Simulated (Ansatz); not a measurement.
Task: a composite energy at a relaxed geometry of BClF, SMILES F[B]Cl, with the Python package of Ansatz (0.2.0). Give the script and its output. Settings (for the species named): r2SCAN, def2-SVP basis, multiplicity 2.

```xyz
3

F     0.5753    1.1455    0.4307
B    -0.4337    0.3009   -0.2018
Cl   -0.1526   -1.5111   -0.2422
```

The script, `composite_bclf.py`:
```python
"""Relax BClF cheaply, then refine its energy."""

import itertools

import ansatz as az
from ase.data import atomic_numbers, covalent_radii
import numpy as np

BASIS = "def2-SVP"
FUNCTIONAL = "r2SCAN"

system = (
    az.Crystal.molecule()
    .atom("F", [0.5753, 1.1455, 0.4307])
    .atom("B", [-0.4337, 0.3009, -0.2018])
    .atom("Cl", [-0.1526, -1.5111, -0.2422])
)

model = (
    system.calculation()
    .basis(gaussian=BASIS)
    .functional(FUNCTIONAL)
    .spin("collinear", total=1)
)
symbols = [site.symbol for site in system.cartesian_sites]
start = np.array([site.position_ang for site in system.cartesian_sites], dtype=float)
rep = model.relax(force_tolerance=0.01).run(threads=1, backend="cpu").report
end = np.array(rep["positions_ang"])
# pairs closer than 1.2 times the sum of covalent radii, before or after
radius = [covalent_radii[atomic_numbers[s]] for s in symbols]
span = lambda where, i, j: np.linalg.norm(where[i] - where[j])
bonded = [(i, j) for i, j in itertools.combinations(range(len(symbols)), 2) if min(span(start, i, j), span(end, i, j)) < 1.2 * (radius[i] + radius[j])]
print("pair        before    after (A)")
for i, j in bonded:
    print(f"{symbols[i]}{i}-{symbols[j]}{j}".ljust(10), f"{span(start, i, j):8.4f} {span(end, i, j):8.4f}")

minimum = az.Crystal.molecule()
for symbol, place in zip(symbols, end):
    minimum = minimum.atom(symbol, place.tolist())
at_minimum = minimum.calculation().spin("collinear", total=1)
# MP2 extrapolated to the basis limit, plus the small-basis difference CCSD(T) - MP2
level = lambda method, basis: at_minimum.basis(gaussian=basis).correlation(method).run(threads=1, backend="cpu").report
small, large, cluster = level("mp2", "cc-pVDZ"), level("mp2", "cc-pVTZ"), level("ccsd_t", "cc-pVDZ")
corr = lambda each: (each["free_energy_ev"] - each["reference_energy_ev"]) / 27.211386246
mp2_limit = (27 * corr(large) - 8 * corr(small)) / 19
pieces = {"HF / cc-pVTZ": large["reference_energy_ev"] / 27.211386246, "MP2 correlation, DZ-TZ limit": mp2_limit, "CCSD(T) - MP2 / cc-pVDZ": corr(cluster) - corr(small)}
for name, value in pieces.items():
    print(f"{name:32s} {value:14.6f} Ha")
print(f"{'sum':32s} {sum(pieces.values()):14.6f} Ha")
print("T1 diagnostic", round(cluster["correlation"]["coupled_cluster"]["t1_diagnostic"], 4))
```

`python composite_bclf.py` gives:
```text
pair        before    after (A)
F0-B1        1.4600   1.3065
B1-Cl2       1.8341   1.7484
HF / cc-pVTZ                        -583.727627 Ha
MP2 correlation, DZ-TZ limit          -0.560737 Ha
CCSD(T) - MP2 / cc-pVDZ               -0.026513 Ha
sum                                 -584.314877 Ha
T1 diagnostic 0.0162
```

Notes:
- Total energies depend on the basis set; only differences at equal settings carry meaning.
- The sum leaves out core correlation, relativity, the Hartree-Fock basis error and zero-point energy; a DZ-TZ extrapolation is rough.
- The run takes the species as open-shell (spin multiplicity 2), which needn't be its ground state.
- Inner cores stay frozen, so this is valence correlation.
- For Al to Cl the sets with a tight d function, cc-pV(X+d)Z, are usual.
- An extrapolation from small basis sets is rough.
- Run time: 21 s on 1 thread of Arm Neoverse V1 (shared host), peak memory 0.22 GiB.
